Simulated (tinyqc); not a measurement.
Hueckel theory of the pi electrons with the omega technique, for the molecule C=CN=C (SMILES; centres numbered as the heavy atoms are written), step by step. One step of it, computed by the program tinyqc.

Question. Energy, charges, bond orders. E = sum n x; q_r = z_r - P_rr; bond order p = P_rs; free valence = sqrt(3) - sum of p over the bonds of the atom.

final x values: 1.672471  0.683863  -0.501847  -1.394487

occupations: 2.000000  2.000000  0.000000  0.000000

final P, lower triangle:
```
,1C,2C,3N,4C
1C,0.997439
2C,0.903371,0.988665
3N,-0.014867,0.426438,1.135265
4C,-0.428594,-0.044081,0.894222,0.878631
```

Centres:
```
centre,"z_r, pi electrons of the neutral centre",h
1C,1,0.000000
2C,1,0.000000
3N,1,0.460000
4C,1,0.000000
```

Bonds:
```
i,j,k
1,2,1
2,3,0.910000
3,4,0.910000
```

Give: pi energy = 4 alpha + this times beta; pi charges; Bond orders and lengths from R = 1.517 - 0.180 p; free valence of the carbons; gap between the highest filled and the next level.

Answer.

pi energy = 4 alpha + this times beta = 4.7127

pi charges: 1C 0.0026, 2C 0.0113, 3N -0.1353, 4C 0.1214

Bond orders and lengths from R = 1.517 - 0.180 p (angstrom, C-C alone):
```
bond,p,R
1-2,0.9034,1.3544
2-3,0.4264,-
3-4,0.8942,-
```

free valence of the carbons: 1C 0.8287, 2C 0.4022, 4C 0.8378

gap between the highest filled and the next level = 1.1857 |beta|
